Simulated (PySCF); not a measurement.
# CO2: the cost of one run

The runs use PySCF 2.14.0, with density-fitted response routines of our own; the level of theory stands in each step. All values are computed, except where a source is named. Atoms are numbered from 0 throughout.

## 1. Starting geometry

3 atoms, charge 0, multiplicity 1; geometry from: MMFF94s. The atoms were then displaced at random by about 0.03 Å, so the start is not that level's minimum.

Bonds of the start (Å): O0–C1 1.32, C1–O2 1.36.

## 2. Optimising the geometry at PBE0-D3(BJ)/def2-SVP

What the job is given:

```
{"job": {"xc": "PBE0", "basis": "def2-SVP", "d3": "d3bj", "grid": 1, "shake": 0.03, "kind": "geom"}, "charge": 0, "multiplicity": 1}
O     -1.341740     0.102310     0.012540
C     -0.017030     0.089890    -0.006470
O      1.342370     0.021000    -0.025960
```

Started as:

```
$ OMP_NUM_THREADS=1 python probes_run.py task.json out
```

The driver reads the jobs from task.json and runs them one after another.

Q: Estimate the wall time and peak memory of this first job on 1 thread of Intel Xeon Platinum 8488C, shared host.

About 2.7 s, with a peak of 0.25 GiB.
